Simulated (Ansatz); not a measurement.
## Worked example: correlation energy of HB–N–C, doublet

Geometry: that of the HB–N–C, quartet, kept fixed.

```xyz
4

B     0.0000    0.0000    0.6596
N     0.0000    0.0000   -0.6177
C     0.0000    0.0000   -1.8708
H     0.0000    0.0000    1.8289
```

Basis cc-pVDZ; Ansatz 0.2.0. Correlated methods freeze the noble-gas cores, which leaves 13 electrons in 44 orbitals. R marks a restricted (for open shells ROHF) determinant, U an unrestricted one.

Full CI isn't at hand for all of this; UCCSDT(Q) serves as the reference, and is uncertain by about the last step of the cluster series.

Unrestricted rows (U) aren't spin-pure: their determinants' ⟨S²⟩ exceeds S(S+1) by up to 0.10, so they mix in states of higher spin.

Runs differ by some tens of microhartree through their thresholds and, for an open shell, their frozen cores, so steps under 0.03 kcal/mol mean nothing.

```tsv
level	total energy (hartree)
UHF	-117.497501
UMP2	-117.806809
UCCSD	-117.839919
UCCSD(T)	-117.854134
UCCSDT	-117.855376
UCCSDT(Q)	-117.856675
```

Question: What is the correlation energy at UCCSDT(Q), and what share of it do UMP2 and UCCSD(T) recover?

Answer: E(corr) = -117.856675 − (-117.497501) = -0.359174 hartree = -9.774 eV. UMP2: -0.309308 / -0.359174 = 86.12 %. UCCSD(T): -0.356633 / -0.359174 = 99.29 %.

Question: By how many kcal/mol does UCCSD(T) miss UCCSDT(Q) (1 hartree = 627.509 kcal/mol), and which steps make up the rest?

Answer: -117.854134 − (-117.856675) = 0.002541 hartree = 1.59 kcal/mol. Steps: UCCSDT − UCCSD(T) = -0.78, UCCSDT(Q) − UCCSDT = -0.82 kcal/mol. Differences between like states or geometries often cancel part of this.
